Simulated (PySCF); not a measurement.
Work out the structure from these simulated measurements.

Elements present: C, H and S. Monoisotopic mass: 77.0419 u (electron mass counted); charge +1.

* Polarisability: 52.4 au [PBE0/def2-SVPD]
* Triplet: lowest triplet excitation (Tamm–Dancoff): 7.02 eV [TDA PBE0/def2-SVPD]
* NMR, other nuclei: isotropic shieldings of nuclei other than C and H, by class: 468 (1 S) ppm [GIAO PBE0/pcSseg-1]
* 13C NMR: chemical shifts (computed TMS as zero) by class: 33.9 (3 C) ppm [GIAO PBE0/pcSseg-1]
* UV, strongest line: among the 8 lowest singlet transitions: S6/S7 at 9.91 eV (125 nm, f = 0.125 summed over these states) [TDDFT PBE0/def2-SVPD]
* Rotational structure: rotational constants A, B, C: 6.012, 6.006, 3.840 GHz [GFN2-xTB]
* 1H NMR: chemical shifts (computed TMS as zero) by class: 2.90 (9 H) ppm [GIAO PBE0/pcSseg-1]
* UV, first state: lowest singlet excitation: 8.32 eV (149 nm, f = 0.123 summed over 2 states within 0.01 eV) [TDDFT PBE0/def2-SVPD]

Electronic properties: PySCF, gas phase, density fitting. Levels stand in brackets. Isolated species at its GFN2-xTB geometry, gas phase. NMR values are class means; diastereotopic atoms form classes of their own.

Problem. Which formula fits the mass and the elements?

Solution. C3H9S (calculated 77.0419). No other formula that holds each of these elements comes within 0.0003 u with a fitting electron parity and a possible valence count.

Problem. Propose a structure and show how it fits.

Solution. Numbering: `[CH3:1][S+:2]([CH3:3])[CH3:4]`. 3 carbons fall into 1 class: S-methyl carbon [C1/C3/C4] (33.9 ppm, 3 C). All hydrogens form one class (2.90 ppm): methyl hydrogen. The other shieldings belong to: 468 ppm, sulfonium sulfur [S2]. The optimised geometry has point group C3v and is an oblate symmetric top (the spread among constants that symmetry makes equal is optimisation noise). Structure: `C[S+](C)C`. The assignments are read from this structure; whether some other isomer fits the data as well wasn't checked.
